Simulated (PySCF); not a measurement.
Methanethial, CH₂S.
Geometry (GFN2-xTB, Å), atoms numbered from 1 in this order:
```
atom  x, y, z in Å
C1    -0.1149    0.0053    0.0029
S2     1.4839   -0.0522    0.1348
H3    -0.6121    0.8191   -0.5087
H4    -0.7466   -0.7675    0.4212
```

Theory: TDDFT CAM-B3LYP/def2-SVPD, vertical, gas phase, core orbitals frozen in the response in PySCF.

Transition dipole moments from the ground state, in atomic units and in the frame of the coordinates above (overall signs are arbitrary), for the states with f of 0.002 or more among the lowest 8:

| state | E (eV) | μx | μy | μz |
| --- | --- | --- | --- | --- |
| S2 | 6.268 | -0.026 | -0.308 | 0.181 |
| S3 | 6.408 | -1.143 | 0.041 | -0.094 |
| S4 | 6.781 | 0.046 | 0.541 | -0.317 |
| S5 | 6.815 | -0.008 | 0.075 | 0.127 |
| S6 | 7.311 | 0.522 | -0.019 | 0.043 |
| S8 | 8.292 | -0.032 | -0.378 | 0.222 |

**Question.** What oscillator strength does each state have?

**Answer.** f = (2/3) ΔE |μ|² with ΔE in hartree (27.2114 eV).

```csv
state,|μ|² (au),|μ| (D),f
S2,0.128,0.91,0.020
S3,1.317,2.92,0.207
S4,0.396,1.60,0.066
S5,0.022,0.37,0.004
S6,0.275,1.33,0.049
S8,0.193,1.12,0.039
```

**Question.** What is the point group, and which symmetry does each of these states have?

**Answer.** C2v. From a totally symmetric ground state, an allowed state transforms like the component of the dipole operator along its μ. Polarised along the twofold axis, so A1: S3 and S6. Polarised across the twofold axis, so B1 or B2: S2, S4, S5 and S8. Which of B1 and B2 hangs on the choice of axes; S2, S4 and S8 take one label and S5 the other.

**Question.** All atoms lie in one plane. Which transitions are polarised in it and which across it?

**Answer.** In the plane: S2, S3, S4, S6 and S8. Perpendicular: S5. In-plane polarisation joins two orbitals of the same parity under reflection in the plane (π with π, or σ with σ, in-plane lone pairs counted as σ); perpendicular polarisation joins orbitals of opposite parity.

**Question.** What angle do the transition dipoles of S4 and S6 make?

**Answer.** |cos θ| = |μa·μb| / (|μa| |μb|) = 0.00, so θ ≈ 90° (taken between 0 and 90°, since the signs are arbitrary).

**Question.** What peak molar absorption coefficient would the strongest computed level give as a lone Gaussian band 0.5 eV wide at half height?

**Answer.** ε(max) = 2.175×10⁸ f / FWHM, with the width in cm⁻¹. S3: 2.175×10⁸ × 0.2067 / 4033 ≈ 11000 L mol⁻¹ cm⁻¹.
